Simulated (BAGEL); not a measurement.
# C2H4Si (SMILES C1=C[SiH2]1), step by step, part 1 of 2

We compute an optimisation with harmonic vibrations (HF/cc-pVDZ), then the excited states (CIS/cc-pVDZ) of C2H4Si. 

Program for the calculation: BAGEL 1.2.2.

## 1. The system as given

The species is C2H4Si (7 atoms), meant as a singlet with charge 0. SMILES: `C1=C[SiH2]1`. The shape comes from a force field and isn't a relaxed structure. The run starts from this shape.

Bond lengths: C1–C2 1.277 Å, C1–Si3 1.724 Å, C2–Si3 1.746 Å, C1–H4 1.024 Å, C2–H5 1.086 Å, Si3–H6 1.490 Å, Si3–H7 1.517 Å. Some angles: C1–C2–Si3 67.5°, C2–C1–Si3 69.3°, C1–Si3–C2 43.2°, C1–C2–H5 140.7°, Si3–C2–H5 151.7°, C2–C1–H4 140.5°, Si3–C1–H4 149.4°, C1–Si3–H6 115.6°, C1–Si3–H7 110.9°, C2–Si3–H6 120.6°.

## 2. An optimisation with harmonic vibrations at HF/cc-pVDZ (density fitting with cc-pvdz-jkfit) (run 1)

Contents of hf.json:

```json
{ "bagel" : [

{
  "title" : "molecule",
  "basis" : "cc-pvdz.json",
  "df_basis" : "cc-pvdz-jkfit",
  "angstrom" : "false",
  "geometry" : [
    { "atom" : "C", "xyz" : [    -1.41937329,    -0.86606148,    -0.41630667 ] },
    { "atom" : "C", "xyz" : [     0.56616195,    -0.52421003,    -1.74459516 ] },
    { "atom" : "Si", "xyz" : [     0.78782682,     0.86889607,     1.23739267 ] },
    { "atom" : "H", "xyz" : [    -3.22462866,    -1.54296138,    -0.57806722 ] },
    { "atom" : "H", "xyz" : [     1.34945343,    -0.99607464,    -3.58103101 ] },
    { "atom" : "H", "xyz" : [     0.17442172,     3.59407012,     1.59511782 ] },
    { "atom" : "H", "xyz" : [     1.88178927,    -0.66216003,     3.40112908 ] }
  ]
},

{
  "title" : "optimize",
  "opttype" : "energy",
  "internal" : "false",
  "maxiter" : 40,
  "method" : [
    {
      "title" : "hf",
      "charge" : 0
    }
  ]
},

{
  "title" : "hessian",
  "method" : [
    {
      "title" : "hf",
      "charge" : 0
    }
  ]
}

]}
```

The basis set cc-pVDZ is read from a file made from the Basis Set Exchange's data (not shown).

Started as:

```
$ BAGEL_NUM_THREADS=1 BAGEL hf.json > hf.out
```

The program printed:

```text
* using 1 threads per process

  ===============================================================
  ===============================================================

  *** Geometry ***

  { "atom" : "C", "xyz" : [     -1.419373,     -0.866061,     -0.416307 ] },
  { "atom" : "C", "xyz" : [      0.566162,     -0.524210,     -1.744595 ] },
  { "atom" : "Si", "xyz" : [      0.787827,      0.868896,      1.237393 ] },
  { "atom" : "H", "xyz" : [     -3.224629,     -1.542961,     -0.578067 ] },
  { "atom" : "H", "xyz" : [      1.349453,     -0.996075,     -3.581031 ] },
  { "atom" : "H", "xyz" : [      0.174422,      3.594070,      1.595118 ] },
  { "atom" : "H", "xyz" : [      1.881789,     -0.662160,      3.401129 ] },

  Number of auxiliary basis functions:      344

  Since a DF basis is specified, we compute 2- and 3-index integrals:
    o Being stored without compression. Storage requirement is 0.012 GB

  Number of basis functions:       66
  Number of electrons      :       30

    * METHOD: MOLECULE                             0.10

    * Use approximate Hessian for optimization

  *** RHF ***

  === Nuclear Repulsion ===
    96.0024663603

      * DIIS with orbital gradients will be used.

  === RHF iteration (cc-pvdz.json) ===
      0       -366.77177862          0.01807380           0.02
      1       -366.86948325          0.00900965           0.02
      2       -366.89120165          0.00147696           0.02
[... 10 lines of this table left out ...]
     13       -366.89216856          0.00000000           0.02
    * SCF iteration converged.

    * Permanent dipole moment:
           (    0.015373,    -0.008367,     0.152807) a.u.

  * Nuclear energy gradient

    o Atom   0
        x          0.0485526773
        y          0.0074725422
        z         -0.0097883178
    o Atom   1
        x         -0.0596458857
        y          0.0079358806
        z          0.0662527760
    o Atom   2
        x         -0.0237240585
        y         -0.0245959140
        z         -0.0656122583
    o Atom   3
        x          0.0439003103
        y          0.0256720775
        z          0.0106721537
    o Atom   4
        x          0.0065072890
        y          0.0002639375
        z         -0.0007404052
    o Atom   5
        x         -0.0109639676
        y          0.0014770707
        z         -0.0057172581
    o Atom   6
        x         -0.0046263648
        y         -0.0182255944
        z          0.0049333098
  * Gradient computed with                              0.61

  === Convergence status ===

                         Maximum     Tolerance   Converged?
  * Gradient            0.066253      0.000300           No
  * Displacement        0.065023      0.001200           No
  * Energy change    -366.892169      0.000001           No

  *** Geometry optimization started ***
     iter         energy               grad rms       time

      1       -366.89216856          0.03029062        0.96
      2       -366.89954519          0.02148798        0.94
      3       -366.90401668          0.00833574        0.95
[... 14 lines of this table left out ...]
     18       -366.91393850          0.00005126        0.85

  *** Geometry ***

  { "atom" : "C", "xyz" : [     -1.522983,     -0.930343,     -0.453952 ] },
  { "atom" : "C", "xyz" : [      0.562711,     -0.551671,     -1.804160 ] },
  { "atom" : "Si", "xyz" : [      0.792883,      0.901240,      1.297665 ] },
  { "atom" : "H", "xyz" : [     -3.301164,     -1.887886,     -0.774954 ] },
  { "atom" : "H", "xyz" : [      1.187792,     -1.073285,     -3.680017 ] },
  { "atom" : "H", "xyz" : [      0.535709,      3.664947,      1.674019 ] },
  { "atom" : "H", "xyz" : [      2.330278,     -0.213257,      3.357548 ] },

    * METHOD: OPTIMIZE                            17.26

  The Hessian will be computed with central gradient differences (analytical gradients)
  Finite difference displacement (dx) is 0.00100000 bohr

  ++ Hessian ++

                         0                   1                   2                   3                   4                   5
     0        0.8570474054        0.2956332032       -0.1228848680       -0.4403251851       -0.0690487375        0.2516101380
     1        0.2956835372        0.2591689178        0.0500873935       -0.0843663046       -0.0775862142        0.0377635497
     2       -0.1228957550        0.0500747963        0.3477145429        0.2161016397        0.0214260846       -0.2360911625
[... 17 lines of this table left out ...]
    20        0.0018184442       -0.0019497511       -0.0059674094       -0.0091044018        0.0015626109       -0.0044485539

                         6                   7                   8                   9                  10                  11
     0       -0.1242842512       -0.0772946956       -0.0782026100       -0.2981507145       -0.1428191863       -0.0581745585
     1       -0.0747906905       -0.0826519877       -0.0403202256       -0.1360112524       -0.1192798347       -0.0326472771
     2       -0.0725198857       -0.0377557663       -0.0401409870       -0.0422962931       -0.0253114430       -0.0560056345
[... 17 lines of this table left out ...]
    20       -0.0645833988        0.0490457564       -0.1091412998       -0.0000325883       -0.0004523643        0.0014853759

                        12                  13                  14                  15                  16                  17
     0        0.0025980208       -0.0067097166        0.0023066531        0.0049105222        0.0008410587        0.0035310666
     1        0.0052036525        0.0179536012       -0.0089263645       -0.0092044389       -0.0022276480       -0.0040110888
     2        0.0299733946        0.0038451129       -0.0037079399       -0.0018150407       -0.0038226772       -0.0058042269
[... 17 lines of this table left out ...]
    20       -0.0016562102        0.0006806575       -0.0007174339       -0.0002735885        0.0004854202        0.0031761686

                        18                  19                  20
     0       -0.0017957979       -0.0006019258        0.0018141788
     1        0.0034854966        0.0046231659       -0.0019459872
     2       -0.0065480598       -0.0084561073       -0.0059645922
[... 17 lines of this table left out ...]
    20        0.0738317432       -0.0493723295        0.1156131524

  ++ Mass Weighted Hessian ++

                         0                   1                   2                   3                   4                   5
     0        0.0713552082        0.0246135379       -0.0102310272       -0.0366601603       -0.0057487917        0.0209483089
     1        0.0246177285        0.0215776303        0.0041701268       -0.0070240866       -0.0064595966        0.0031440804
     2       -0.0102319336        0.0041690780        0.0289496747        0.0179919773        0.0017838718       -0.0196562453
[... 17 lines of this table left out ...]
    20        0.0005226285       -0.0005603666       -0.0017150584       -0.0026166431        0.0004491009       -0.0012785330

                         6                   7                   8                   9                  10                  11
     0       -0.0067656283       -0.0042076705       -0.0042570944       -0.0856897608       -0.0410468308       -0.0167196111
     1       -0.0040713607       -0.0044993040       -0.0021949013       -0.0390902021       -0.0342815228       -0.0093829638
     2       -0.0039477455       -0.0020553005       -0.0021851441       -0.0121561313       -0.0072746145       -0.0160962533
[... 17 lines of this table left out ...]
    20       -0.0121362684        0.0092164933       -0.0205094209       -0.0000323315       -0.0004488008        0.0014736750

                        12                  13                  14                  15                  16                  17
     0        0.0007466820       -0.0019284006        0.0006629417        0.0014113046        0.0002417238        0.0010148433
     1        0.0014955515        0.0051599400       -0.0025654744       -0.0026453942       -0.0006402354       -0.0011528037
     2        0.0086144788        0.0011051015       -0.0010656774       -0.0005216503       -0.0010986534       -0.0016681590
[... 17 lines of this table left out ...]
    20       -0.0016431635        0.0006752956       -0.0007117823       -0.0002714333        0.0004815963        0.0031511485

                        18                  19                  20
     0       -0.0005161198       -0.0001729960        0.0005214026
     1        0.0010017463        0.0013287172       -0.0005592848
     2       -0.0018819397       -0.0024303206       -0.0017142487
[... 17 lines of this table left out ...]
    20        0.0732501371       -0.0489834013        0.1147024152

    (masses averaged over the natural occurance of isotopes)

  ++ Symmetrized Mass Weighted Hessian ++

                         0                   1                   2                   3                   4                   5
     0        0.0713552082        0.0246156332       -0.0102314804       -0.0366603295       -0.0057498072        0.0209492466
     1        0.0246156332        0.0215776303        0.0041696024       -0.0070228587       -0.0064595539        0.0031439014
     2       -0.0102314804        0.0041696024        0.0289496747        0.0179919383        0.0017834238       -0.0196561812
[... 17 lines of this table left out ...]
    20        0.0005220155       -0.0005598257       -0.0017146535       -0.0026156130        0.0004476971       -0.0012805862

                         6                   7                   8                   9                  10                  11
     0       -0.0067658808       -0.0042076026       -0.0042577480       -0.0856926186       -0.0410482798       -0.0167174412
     1       -0.0040710966       -0.0044991622       -0.0021945981       -0.0390915971       -0.0342826206       -0.0093830015
     2       -0.0039476240       -0.0020547425       -0.0021846826       -0.0121565082       -0.0072748889       -0.0160987563
[... 17 lines of this table left out ...]
    20       -0.0121387866        0.0092160327       -0.0205078852       -0.0000297425       -0.0004471167        0.0014762317

                        12                  13                  14                  15                  16                  17
     0        0.0007462741       -0.0019317936        0.0006621496        0.0014153710        0.0002388379        0.0010146683
     1        0.0014952508        0.0051572612       -0.0025615169       -0.0026448757       -0.0006435478       -0.0011530043
     2        0.0086145945        0.0011058512       -0.0010668515       -0.0005229644       -0.0011003891       -0.0016696738
[... 17 lines of this table left out ...]
    20       -0.0016429182        0.0006732044       -0.0007101809       -0.0002694118        0.0004809796        0.0031521405

                        18                  19                  20
     0       -0.0005154753       -0.0001754431        0.0005220155
     1        0.0010032624        0.0013281873       -0.0005598257
     2       -0.0018795129       -0.0024278252       -0.0017146535
[... 17 lines of this table left out ...]
    20        0.0732503642       -0.0489831228        0.1147024152

    * Projecting out translational and rotational degrees of freedom

 Mass Weighted Hessian Eigenvalues
  -0.00000   0.00000   0.00000   0.00000   0.00000   0.00000   0.01420   0.01584   0.02068   0.02150   0.02171   0.02613   0.03753   0.04305   0.04331   0.05815   0.10310   0.20250   0.20478   0.42280   0.42967

  ++ Mass Weighted Hessian Eigenvectors ++

                         0                   1                   2                   3                   4                   5
     0       -0.0635373814        0.0659097266        0.4533551589        0.1015694654       -0.2747741812       -0.1885307548
     1        0.4085060319        0.2153171750        0.0259485466       -0.3664608407        0.2504477893        0.4044280394
     2        0.2073591428       -0.4039881347        0.0877938712        0.3453681433        0.3267528099       -0.1713631403
[... 17 lines of this table left out ...]
    20        0.0600690752       -0.1170297741        0.0254326700       -0.0231766479       -0.1124181329        0.1598462346

                         6                   7                   8                   9                  10                  11
     0       -0.1058051090       -0.0329705836        0.2431411850       -0.1162186803        0.3552348070       -0.1308236740
     1        0.2302630302        0.0710827537        0.1073355913        0.2423956153        0.2508864377       -0.2357168881
     2       -0.0995151091       -0.0309193426       -0.0070570110       -0.1089247376        0.1907911522       -0.4032268821
[... 17 lines of this table left out ...]
    20       -0.3449294917       -0.2150633844       -0.2841498851        0.2080642551        0.2173474895        0.0779209378

                        12                  13                  14                  15                  16                  17
     0        0.0594066639       -0.1382029384       -0.0746481061        0.1190438462       -0.5660737352       -0.0010572604
     1        0.0859318932        0.3005957574       -0.0452900325        0.2196634107       -0.1067901671        0.0009809531
     2        0.1339406406       -0.1300544093       -0.0281677936        0.3799819440        0.3572400956        0.0000592814
[... 17 lines of this table left out ...]
    20        0.0710819775        0.0237107797        0.2812137554       -0.0337424426       -0.0035197237       -0.5354661923

                        18                  19                  20
     0       -0.0115875149       -0.1757793252       -0.2065622006
     1       -0.0012019635       -0.0942564495       -0.1015645657
     2        0.0096901103       -0.0307117096       -0.0147560718
[... 17 lines of this table left out ...]
    20       -0.4776807924       -0.0001647217       -0.0010104852

    * Vibrational frequencies, IR intensities, and corresponding cartesian eigenvectors

                                    0                   1                   2                   3                   4                   5
      Freq (cm-1)                0.00                0.00                0.00                0.00                0.00                8.07

 IR Int. (km/mol)                0.00                0.00                0.00                0.00                0.00                0.00
[... 22 lines of this table left out ...]
               20             0.05983            -0.11657             0.02533            -0.02309            -0.11197             0.15922

                                    6                   7                   8                   9                  10                  11
      Freq (cm-1)              612.61              646.94              739.29              753.79              757.41              830.92

 IR Int. (km/mol)                0.00                1.65               85.07              164.61                0.96               27.44
[... 22 lines of this table left out ...]
               20            -0.34357            -0.21421            -0.28303             0.20724             0.21649             0.07761

                                   12                  13                  14                  15                  16                  17
      Freq (cm-1)              995.83             1066.62             1069.75             1239.58             1650.54             2313.20

 IR Int. (km/mol)                8.86                0.00              125.66               31.71               15.47              184.11
[... 22 lines of this table left out ...]
               20             0.07080             0.02362             0.28010            -0.03361            -0.00351            -0.53335

                                   18                  19                  20
      Freq (cm-1)             2326.19             3342.49             3369.54

 IR Int. (km/mol)              114.66                6.19                4.61
[... 22 lines of this table left out ...]
               20            -0.47580            -0.00016            -0.00101

    * METHOD: HESSIAN                             36.26

  ===============================================================
```

Wall time 54 s (1 thread of AMD EPYC 7R43 (Zen 3), shared host); peak memory 0.15 GiB.

(Continued in part 2 of 2.)
